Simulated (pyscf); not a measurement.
Thermochemistry of product channels of SnH₄ + germylene (GeH₂) [singlet] on the singlet surface, in kcal/mol, from ωB97M-D3(BJ)/def2-TZVP energies (ideal gas, 1 atm, RRHO with modes under 100 cm⁻¹ raised to 100, one conformer, R ln 2 for chiral ones without a mode under 150 cm⁻¹). Structures and frequencies: ωB97X-D3(BJ)/def2-SVP in PySCF.

```tsv
products	ΔE	ΔH(298 K)	ΔG(600 K)	ΔG(900 K)
H₂Ge=SnH₂ + hydrogen (H₂)	___	-8.0	-7.5	-8.0
:HGe–SnH₃ [singlet] + hydrogen (H₂)	-6.0	-5.9	-6.7	-8.0
```

**Question.** What belongs in the gaps?

**Answer.** 
- H₂Ge=SnH₂ + hydrogen (H₂), ΔE: -8.7

These are energies of the channels, which say nothing of barriers. H₂Ge=SnH₂ lies 16.5 kcal/mol over its isomer H₃Ge–SnH: [singlet] (electronic energy, ωB97M-D3(BJ)). :HGe–SnH₃ [singlet] lies 19.2 kcal/mol over its isomer H₃Ge–SnH: [singlet] (electronic energy, ωB97M-D3(BJ)). H₂Ge=SnH₂ may be a fragile minimum: a first optimisation, from another start, lost the drawn bonds. A restricted solution here is unstable towards spin polarisation, so biradical character is likely and single-reference numbers are less safe. Elements up to Kr have no core potential and no relativistic terms here. Elements past Kr carry the def2 core potentials, without spin-orbit coupling.
